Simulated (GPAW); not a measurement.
**C3H2Cl (SMILES C#C[CH]Cl) at 3 levels**

Aim: a comparison of 3 runs (UOLYP/real-space grid, UPBE/real-space grid, UPBE/dzp) of C3H2Cl. 

The results are computed with GPAW 26.7.0.

3 further runs of the same task are left out: 3 set aside as unsound or not needed.

## 1. The structure to begin with

C3H2Cl has 6 atoms, charge 0, and is taken as a doublet. SMILES: `C#C[CH]Cl`. The coordinates come from a GFN2-xTB relaxation.

Bond lengths: C1–C2 1.216 Å, C2–C3 1.359 Å, C3–Cl4 1.708 Å, C1–H5 1.048 Å, C3–H6 1.076 Å. Angles: C1–C2–C3 178.5°, C2–C3–Cl4 121.1°, C2–C1–H5 178.4°, C2–C3–H6 122.7°, Cl4–C3–H6 116.2°.

## 2. The solvation energy at UOLYP/real-space grid (scalar-relativistic datasets, Held-Walter continuum water) (run 1)

Contents of gs.sdf:

```

     RDKit          3D

  6  5  0  0  0  0  0  0  0  0999 V2000
    0.0644    1.3330   -0.8097 C   0  0  0  0  0  2  0  0  0  0  0  0
    0.0746    0.3277   -0.1248 C   0  0  0  0  0  2  0  0  0  0  0  0
    0.0620   -0.8099    0.6185 C   0  0  0  0  0  3  0  0  0  0  0  0
   -0.9610   -2.1165    0.2135 Cl  0  0  0  0  0  0  0  0  0  0  0  0
    0.0750    2.2108   -1.3823 H   0  0  0  0  0  0  0  0  0  0  0  0
    0.6851   -0.9451    1.4847 H   0  0  0  0  0  0  0  0  0  0  0  0
  2  1  1  0
  3  2  1  0
  4  3  1  0
  5  1  1  0
  6  3  1  0
M  RAD  3   1   3   2   3   3   2
M  END
$$$$
```

Contents of solv.py:

```python
import numpy as np
from ase.io import read
from ase.units import Debye, Pascal, kcal, m, mol
from gpaw import GPAW, setup_paths
from gpaw.atom.configurations import parameters
from gpaw.atom.generator import Generator
from gpaw.solvation import EffectivePotentialCavity, GradientSurface, LinearDielectric, Power12Potential, SolvationGPAW, SurfaceInteraction

# Atomic positions
atoms = read('gs.sdf')
atoms.center(vacuum=4.5)
atoms.set_initial_magnetic_moments([0.25, 0.25, 0.25, 0.25, 0.0, 0.0])

# No datasets are shipped for this functional: make them
for symbol in ['C', 'Cl', 'H']:
    Generator(symbol, xcname='GGA_X_OPTX+GGA_C_LYP', scalarrel=True, nofiles=True, txt=None).run(**parameters[symbol])
setup_paths.insert(0, '.')

# DFT calculator
gpaw_calc = GPAW(mode='fd',
                 h=0.2,
                 xc='GGA_X_OPTX+GGA_C_LYP',
                 occupations={'name': 'fermi-dirac', 'width': 0.0, 'fixmagmom': True},
                 maxiter=100,
                 symmetry='off',
                 legacy_gpaw=True,
                 txt='-')
atoms.calc = gpaw_calc
e_gas = atoms.get_potential_energy()
mu_gas = np.linalg.norm(atoms.get_dipole_moment()) / Debye

# Implicit water
solvent = dict(cavity=EffectivePotentialCavity(effective_potential=Power12Potential(atomic_radii={'H': 1.09}, u0=0.18),
                                               temperature=298.15, surface_calculator=GradientSurface()),
               dielectric=LinearDielectric(epsinf=78.36),
               interactions=[SurfaceInteraction(surface_tension=18.4e-3 * Pascal * m)])
gpaw_calc = SolvationGPAW(mode='fd',
                          occupations={'name': 'fermi-dirac', 'width': 0.0, 'fixmagmom': True},
                          symmetry='off',
                          maxiter=100,
                          h=0.2,
                          xc='GGA_X_OPTX+GGA_C_LYP',
                          txt='-',
                          **solvent)
atoms.calc = gpaw_calc
e_sol = atoms.get_potential_energy()
mu_sol = np.linalg.norm(atoms.get_dipole_moment()) / Debye
dg = (e_sol - e_gas) / (kcal / mol)
print(f'Solvation free energy: {dg:.2f} kcal/mol')
print(f'Dipole {mu_gas:.3f} D in gas, {mu_sol:.3f} D in solution')
```

Launch:

```bash
$ python3 solv.py
```

The program printed:

```text
[...]
    cutoffs:
[...]
  Total Charge: 0.000000
[...]
Number of atoms: 6
[...]
Number of bands in calculation: 18
Number of valence electrons: 21
[...]
iter:   1 hh:mm:ss   -35.215229                   +0.9975
[...]
Converged after 24 iterations.
Dipole moment: (0.118331, 0.174748, 0.030246) |e|*Ang
Total magnetic moment: (0.000000, 0.000000, 1.000000)
[...]
Fermi levels: -2.48147, -4.22973
[...]
      Finite-difference x-derivative with O(h^6) error (6 points)
      Finite-difference y-derivative with O(h^6) error (6 points)
      Finite-difference z-derivative with O(h^6) error (6 points)
    Max iterations: 1000
[...]
iter:  24 hh:mm:ss   -31.975964c  -7.61c -5.91c   +1.0000
Converged after 24 iterations.
Dipole moment: (0.164064, 0.212462, 0.062534) |e|*Ang
Total magnetic moment: (0.000000, 0.000000, 1.000000)
Local magnetic moments:
   0 C  ( 0.000000,  0.000000,  0.144793)
   1 C  ( 0.000000,  0.000000, -0.046498)
   2 C  ( 0.000000,  0.000000,  0.219422)
   3 Cl ( 0.000000,  0.000000,  0.044701)
   4 H  ( 0.000000,  0.000000, -0.004726)
   5 H  ( 0.000000,  0.000000, -0.006797)
Energy contributions relative to reference atoms: (reference = -15672.673262)
Kinetic:        +37.616309
Potential:      -39.534183
External:        +0.000000
XC:             -30.808723
Entropy (-ST):   +0.000000
Local:           +0.615327
Interactions
 surf:           +0.135306
--------------------------
Free energy:    -31.975964
Extrapolated:   -31.975964
Solvation cavity surface area: 117.81756
[...]
   17      1.06546    0.00000      1.16842    0.00000
Fermi levels: -2.33601, -4.08580
Solvation free energy: -1.21 kcal/mol
Dipole 1.024 D in gas, 1.324 D in solution
```

Run time: 4.2 min. Hardware: 1 thread of Intel Xeon Platinum 8375C at 2.90GHz (Ice Lake), shared host; peak memory 0.97 GiB.

## 3. The charge distribution at UPBE/real-space grid (scalar-relativistic datasets) (run 2)

Contents of sp.py:

```python
import numpy as np
from ase import Atoms
from ase.units import Debye
from gpaw import GPAW

atoms = Atoms(["C", "C", "C", "Cl", "H", "H"],
    positions=[[  0.064450,   1.332960,  -0.809670],
               [  0.074570,   0.327700,  -0.124800],
               [  0.061960,  -0.809900,   0.618470],
               [ -0.961050,  -2.116460,   0.213530],
               [  0.074990,   2.210830,  -1.382260],
               [  0.685080,  -0.945130,   1.484720]])
atoms.center(vacuum=4.5)
atoms.set_initial_magnetic_moments([0.25, 0.25, 0.25, 0.25, 0.0, 0.0])

gpaw_calc = GPAW(mode="fd",
                 h=0.18,
                 xc="PBE",
                 occupations={"name": "fermi-dirac", "width": 0.0, "fixmagmom": True},
                 maxiter=150,
                 symmetry="off",
                 txt="-")
atoms.calc = gpaw_calc

energy = atoms.get_potential_energy()
print(f"Energy                  {energy:.5f} eV")
forces = atoms.get_forces()
print("Forces (eV/Ang)")
for symbol, f in zip(atoms.symbols, forces):
    print(f'{symbol:2} {f[0]:9.4f} {f[1]:9.4f} {f[2]:9.4f}')
dipole = atoms.get_dipole_moment() / Debye
print(f"Dipole: {np.linalg.norm(dipole):.3f} D")
print("Moments:", atoms.get_magnetic_moments().round(3))
```

Launch:

```bash
$ OMP_NUM_THREADS=1 python sp.py
```

The program printed:

```text
[...]
Number of symmetries: 1
[...]
  Number of IBZ points: 1
[...]
Spin-components: 2 (collinear spins)
Bands:           18
[...]
  Valence electrons: 21.0
[...]
  Grid points: [60 76 64]
  Charge: 0.0  # |e|
[...]
    cutoffs:
[...]
occupation numbers:
  Fixed magnetic moment: 1.000
[...]
xc functional:
  name: PBE with 2 nearest neighbor stencil
[...]
|iter     |     time |      energy | eigst |  dens |  magmom |
[...]
|iter:   1| 00:00:08 |  -36.704715 | +1.25 |       |  +0.9981|
[...]
|iter:  17| 00:01:37 |  -33.182996c| -7.70c| -5.56c|  +1.0000|
Converged in 17 steps
[...]
Energy contributions relative to reference atoms: (reference = -15662.814067)
Energy contributions:
  Kinetic:          36.249113
  Coulomb:         -38.122858
  Zero:              0.423437
  External:          0.000000
  Xc:              -31.732688
  Entropy:           0.000000
  Spinorbit:         0.000000
  ----------------------------
  Free energy:     -33.182996
  Extrapolated:    -33.182996
dipole moment: (0.115708, 0.169059, 0.030869)  # |e|*Ang
Total magnetic moment: (0.000000, 0.000000, 1.000000)
Local magnetic moments
|        x |        y |         z |
|----------|----------|-----------|
| 0.000000 | 0.000000 |  0.142510 |  # C    0
| 0.000000 | 0.000000 | -0.045077 |  # C    1
| 0.000000 | 0.000000 |  0.212921 |  # C    2
| 0.000000 | 0.000000 |  0.048584 |  # Cl   3
| 0.000000 | 0.000000 | -0.004190 |  # H    4
| 0.000000 | 0.000000 | -0.005727 |  # H    5
Fermi levels: -2.609, -4.382
[...]
Gap: 2.272 eV
Transition (v -> c):
[...]
Forces (eV/Ang)
C     0.0313    0.2668   -0.1007
C    -0.0706   -0.5851    0.2936
C    -0.0159   -0.0034   -0.0133
Cl   -0.1683   -0.2540   -0.0090
H     0.0043    0.7441   -0.4978
H     0.2114   -0.1533    0.3522
Dipole: 0.995 D
Moments: [ 0.143 -0.045  0.213  0.049 -0.004 -0.006]
```

Wall time 98 s (1 thread of Intel Xeon Platinum 8375C at 2.90GHz (Ice Lake), shared host); peak memory 1 GiB.

## 4. The charge distribution at UPBE/dzp (scalar-relativistic datasets) (run 3)

Contents of sp.py:

```python
import numpy as np
from ase import Atoms
from ase.units import Debye
from gpaw import GPAW

atoms = Atoms("CCCClHH",
    positions=[[  0.064450,   1.332960,  -0.809670],
               [  0.074570,   0.327700,  -0.124800],
               [  0.061960,  -0.809900,   0.618470],
               [ -0.961050,  -2.116460,   0.213530],
               [  0.074990,   2.210830,  -1.382260],
               [  0.685080,  -0.945130,   1.484720]])
atoms.center(vacuum=4.5)
atoms.set_initial_magnetic_moments([0.25, 0.25, 0.25, 0.25, 0.0, 0.0])

dft = GPAW(mode="lcao",
           maxiter=150,
           basis="dzp",
           h=0.18,
           xc="PBE",
           occupations={"name": "fermi-dirac", "width": 0.0, "fixmagmom": True},
           symmetry="off",
           txt="-")
atoms.calc = dft

energy = atoms.get_potential_energy()
print(f"Energy = {energy:.5f} eV")
forces = atoms.get_forces()
print("Forces (eV/Ang)")
for symbol, f in zip(atoms.symbols, forces):
    print(f'{symbol:2} {f[0]:9.4f} {f[1]:9.4f} {f[2]:9.4f}')
dipole = atoms.get_dipole_moment() / Debye
print(f"Dipole = {np.linalg.norm(dipole):.3f} D")
print("Moments:", atoms.get_magnetic_moments().round(3))
```

Launch:

```bash
$ python sp.py > sp.log
```

The program printed:

```text
[...]
Number of symmetries: 1
[...]
  Number of IBZ points: 1
[...]
basis functions: 62
Spin-components: 2 (collinear spins)
Bands:           18
[...]
  Valence electrons: 21.0
[...]
  Grid points: [60 76 64]
  Charge: 0.0  # |e|
[...]
    cutoffs:
[...]
occupation numbers:
  Fixed magnetic moment: 1.000
[...]
xc functional:
  name: PBE with 2 nearest neighbor stencil
[...]
|iter     |     time |      energy | eigst |  dens |  magmom |
[...]
|iter:   1| 00:00:10 |  -32.869276 |      c|       |  +0.9984|
[...]
|iter:  12| 00:00:36 |  -31.334434c|      c| -4.32c|  +1.0000|
Converged in 12 steps
[...]
Energy contributions relative to reference atoms: (reference = -15662.814067)
Energy contributions:
  Kinetic:          33.164463
  Coulomb:         -32.800766
  Zero:              0.263648
  External:          0.000000
  Xc:              -31.961779
  Entropy:           0.000000
  Spinorbit:         0.000000
  ----------------------------
  Free energy:     -31.334434
  Extrapolated:    -31.334434
dipole moment: (0.070573, 0.095381, 0.024167)  # |e|*Ang
Total magnetic moment: (0.000000, 0.000000, 1.000001)
Local magnetic moments
|        x |        y |         z |
|----------|----------|-----------|
| 0.000000 | 0.000000 |  0.147577 |  # C    0
| 0.000000 | 0.000000 | -0.048126 |  # C    1
| 0.000000 | 0.000000 |  0.219993 |  # C    2
| 0.000000 | 0.000000 |  0.050665 |  # Cl   3
| 0.000000 | 0.000000 | -0.004074 |  # H    4
| 0.000000 | 0.000000 | -0.005536 |  # H    5
Fermi levels: -2.165, -4.029
[...]
Gap: 2.465 eV
Transition (v -> c):
[...]
Forces (eV/Ang)
C     0.0162    0.9254   -0.5739
C    -0.0340   -1.2237    0.7669
C    -0.2944   -0.4482   -0.0596
Cl   -0.3084   -0.4505   -0.0640
H     0.0213    1.4447   -0.9468
H     0.6070   -0.2357    0.8982
Dipole = 0.582 D
Moments: [ 0.148 -0.048  0.22   0.051 -0.004 -0.006]
```

Run time: 37 s. Hardware: 1 thread of Intel Xeon Platinum 8375C at 2.90GHz (Ice Lake), shared host; peak memory 1 GiB.

## 5. Overview of the runs

| run | level | task | grid spacing | energy (Eh) | dipole moment (D) | HOMO energy (eV) | LUMO energy (eV) | wall time |
| --- | --- | --- | --- | --- | --- | --- | --- | --- |
| 1 | UOLYP/real-space grid (scalar-relativistic datasets, Held-Walter continuum water) | solvation | 0.2 | -577.135214 | 1.32 | -4.72 | -3.45 | 4.2 min |
| 2 | UPBE/real-space grid (scalar-relativistic datasets) | properties | 0.18 | -576.817253 | 1.00 | -5.02 | -3.75 | 98 s |
| 3 | UPBE/dzp (scalar-relativistic datasets) | properties | 0.18 | -576.749320 | 0.58 | -4.66 | -3.40 | 37 s |

## 6. Results

| quantity | value |
| --- | --- |
| run 3: energy as printed (from the program's reference atoms) | -31.3344 eV |
| run 3: dipole moment | 0.58 D |
| run 3: HOMO energy (highest over α and β) | -4.66 eV |
| run 3: LUMO energy (lowest over α and β) | -3.40 eV |
| run 3: largest force on an atom | 1.727 eV/Å |

What this shows: The dipole moment (its size) runs from 0.58 D (UPBE/dzp) to 1.32 D (UOLYP/real-space grid). The two ends differ in method and basis and solvent. Totals of different functionals can't be ranked against each other. All runs together took 6.4 min, the longest 4.2 min.
